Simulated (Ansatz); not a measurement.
Isomers of C$_{2}$H$_{3}$F$_{2}$N, relaxed with PBE0-D4/def2-TZVP in Ansatz; electronic energies, one conformer each and not always the lowest. Functionals use def2-TZVPP; CBS adds triple-zeta CCSD(T) − MP2 to the MP2 limit of def2-TZVPP and def2-QZVPP.

Problem. Order them by energy at frozen-core CCSD(T)/CBS, lowest first. (Estimate.)
A. `F/C=N\CF`
B. `CN=C(F)F`
C. `NC=C(F)F`

Solution. B (0.0 kJ/mol), A (20.7 kJ/mol), C (36.4 kJ/mol).

Problem. How do B3LYP-D4, B3LYP, MP2/CBS(def2), r2SCAN-D4 place them (kJ/mol, against `CN=C(F)F`)? (Best estimate.)

Solution. Computed: 
| isomer | B3LYP-D4 | B3LYP | MP2/CBS(def2) | r2SCAN-D4 |
| --- | --- | --- | --- | --- |
| `F/C=N\CF` | 19.2 | 19.6 | 23.4 | 25.7 |
| `NC=C(F)F` | 38.0 | 38.2 | 39.4 | 41.3 |

B3LYP here is the variant with VWN-RPA as its local correlation; programs differ in this.
